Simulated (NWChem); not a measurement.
A series in which one site is exchanged, each optimised at PBE0/def2-SVP with NWChem, gas phase unless a solvent is named. Some are not confirmed as minima by frequencies. def2 effective core potentials on Hf; no spin-orbit coupling.

A: [Hf]([CH3])([CH3])=[O] (C2H6HfO; site = Hf)
B: [CH3][Ti](=[O])[CH3] (C2H6OTi; site = Ti)
C: CS(C)=O (C₂H₆OS; site = S)

Question: Rank them by orbital gap (eV), PBE0/def2-SVP, lowest first.

Answer: A (4.88), B (5.11), C (7.80)
